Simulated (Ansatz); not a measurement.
# BFH₂Si, SMILES B[Si]F: a composite energy at a relaxed geometry

Run with Ansatz's Python interface.

`bfh2si_composite.py`:
```python
import itertools

import ansatz
from ase.data import atomic_numbers, covalent_radii
import numpy as np

BASIS = "def2-SVP"
XC = "PBE0"
DISPERSION = "d4"

GEOMETRY = """
B    -0.72360   -0.00070    0.05450
Si    1.06040   -0.59790    0.52750
F     2.19520    0.23560   -0.40020
H    -1.02080    1.13460    0.18810
H    -1.51130   -0.77160   -0.37000
"""


def main() -> None:
    geometry = ansatz.Crystal.molecule()
    for line in GEOMETRY.strip().splitlines():
        symbol, *xyz = line.split()
        geometry = geometry.atom(symbol, [float(v) for v in xyz])

    job = (
        geometry.calculation()
        .basis(gaussian=BASIS)
        .functional(XC, dispersion=DISPERSION)
        .spin("collinear", total=2)
    )
    symbols = [site.symbol for site in geometry.cartesian_sites]
    start = np.array([site.position_ang for site in geometry.cartesian_sites], dtype=float)
    data = job.relax(force_tolerance=0.01, max_steps=100).run(threads=1).report
    end = np.array(data["positions_ang"])
    radius = [covalent_radii[atomic_numbers[s]] for s in symbols]
    span = lambda where, i, j: np.linalg.norm(where[i] - where[j])
    bonded = [(i, j) for i, j in itertools.combinations(range(len(symbols)), 2) if min(span(start, i, j), span(end, i, j)) < 1.2 * (radius[i] + radius[j])]
    print("pair        before    after (A)")
    for i, j in bonded:
        print(f"{symbols[i]}{i}-{symbols[j]}{j}".ljust(10), f"{span(start, i, j):8.4f} {span(end, i, j):8.4f}")

    minimum = ansatz.Crystal.molecule()
    for symbol, place in zip(symbols, end):
        minimum = minimum.atom(symbol, place.tolist())
    at_minimum = minimum.calculation().spin("collinear", total=2)
    level = lambda method, basis: at_minimum.basis(gaussian=basis).correlation(method).run(threads=1).report
    small, large, cluster = level("mp2", "cc-pVDZ"), level("mp2", "cc-pVTZ"), level("ccsd_t", "cc-pVDZ")
    corr = lambda each: (each["free_energy_ev"] - each["reference_energy_ev"]) / 27.211386246
    mp2_limit = (27 * corr(large) - 8 * corr(small)) / 19
    pieces = {"HF / cc-pVTZ": large["reference_energy_ev"] / 27.211386246, "MP2 correlation, DZ-TZ limit": mp2_limit, "CCSD(T) - MP2 / cc-pVDZ": corr(cluster) - corr(small)}
    for name, value in pieces.items():
        print(f"{name:32s} {value:14.6f} Ha")
    print(f"{'sum':32s} {sum(pieces.values()):14.6f} Ha")
    print("T1 diagnostic", round(cluster["correlation"]["coupled_cluster"]["t1_diagnostic"], 4))


if __name__ == "__main__":
    main()
```

```console
$ python bfh2si_composite.py
pair        before    after (A)
B0-Si1       1.9399   1.9376
B0-H3        1.1811   1.2068
B0-H4        1.1811   1.2037
Si1-F2       1.6862   1.6282
HF / cc-pVTZ                        -414.245304 Ha
MP2 correlation, DZ-TZ limit          -0.476239 Ha
CCSD(T) - MP2 / cc-pVDZ               -0.040332 Ha
sum                                 -414.761875 Ha
T1 diagnostic 0.0264
```

Notes:
- The settings weren't tested for convergence.
- The sum leaves out core correlation, relativity, the Hartree-Fock basis error and zero-point energy; a DZ-TZ extrapolation is rough.
- The species is open-shell (spin multiplicity 3).
- Inner cores stay frozen, so this is valence correlation.
- For Al to Cl the sets with a tight d function, cc-pV(X+d)Z, are usual.
- Wall time of the script: 23 s on 1 thread of Arm Neoverse V2 (shared host), peak memory 0.27 GiB.
